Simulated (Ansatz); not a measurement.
Species: C₂H₇N, charge 0, singlet. C2H7N (SMILES N(C)C).
B3LYP-D3(BJ)/def2-TZVP minimum from Ansatz (a quantum-chemistry and plane-wave program):
```xyz
10

C     -0.0183    -0.2257     1.2115
N     -0.0165     0.5806     0.0024
C     -0.0428    -0.2163    -1.2126
H      0.7946    -0.9698     1.2537
H      0.0610     0.4203     2.0868
H     -0.9638    -0.7689     1.2836
H      0.7920     1.1896    -0.0034
H      0.7690    -0.9601    -1.2770
H      0.0189     0.4364    -2.0843
H     -0.9897    -0.7590    -1.2698
```

Total energies in cc-pVDZ, 20 correlated electrons, 3 frozen orbitals. Open shells are spin-unrestricted; no spin-orbit coupling. Cores are frozen in correlated methods. No relativity.

| method | program | energy (Eh) | minus CCSDT(Q) (mEh) |
|---|---|---|---|
| HF | Ansatz | -134.25130 | 526.09 |
| MP2 | Ansatz | -134.71843 | 58.96 |
| CCSD | Ansatz | -134.76244 | 14.96 |
| CCSD(T) | Ansatz | -134.77584 | 1.55 |
| CCSDT(Q) | Ansatz | -134.77739 | 0.00 |

Rough core times of Ansatz's runs on a shared machine: CCSD(T) under 20 s, CCSDT(Q) 3 min.
